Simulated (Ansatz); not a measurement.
Energy needed to pull apart CH$_{5}$AlSi (SMILES C=[SiH][AlH2]), closed shell, into free ground-state atoms, from the structure below (displaced at random from a GFN2-xTB minimum); no zero-point or spin–orbit terms; open-shell atoms are treated unrestricted, in their ground-state multiplicity.

```
8
angstrom
C -1.3462 0.9481 -1.0191
Si -0.0033 0.6673 0.0819
Al 1.1592 -1.3782 0.7408
H -1.7855 1.8821 -1.1042
H -1.8385 0.1365 -1.4560
H 0.5185 1.9129 0.7484
H 2.3377 -1.3662 1.7685
H 0.8985 -2.7475 0.3064
```

Computed with Ansatz 0.2.0 (basis: def2-TZVPP); correlated methods freeze the cores.

```csv
method,atomization energy (kcal/mol)
PBE-D4,?
r2SCAN-D4,562.7
B97M-V,571.2
PBE0-D4,555.8
LC-wPBE,551.0
wB97M-V,559.5
HF,413.7
MP2,?
CCSD,540.1
CCSD(T),548.4
```

Problem. What does MP2 give? (Judge from chemistry; the value comes from the calculation.)

Solution. The calculation gives: 546.6 kcal/mol, which is about 1.8 kcal/mol less than CCSD(T)/def2-TZVPP.

Problem. What does PBE-D4 give? (An estimate is asked for; the value comes from the calculation.)

Solution. By the calculation: 561.4 kcal/mol, which is about 13.0 kcal/mol more than CCSD(T)/def2-TZVPP.

In triple zeta the MP2 and coupled-cluster atomization energies are still short of their basis limit by a few kcal/mol a bond, whereas those of the functionals are nearly converged, so these differences are not deviations from converged CCSD(T).

T1 diagnostic: at most 0.016. The restricted Hartree–Fock reference is unstable towards an unrestricted one here.

For scale, one of the runs: CCSD(T)/def2-TZVPP forces, 185 basis functions (an equivalent command: `ansatz run in.yaml --threads 4`). Hardware: 4 CPU threads, shared host. Wall time 78 s; peak host memory 3.4 GiB.
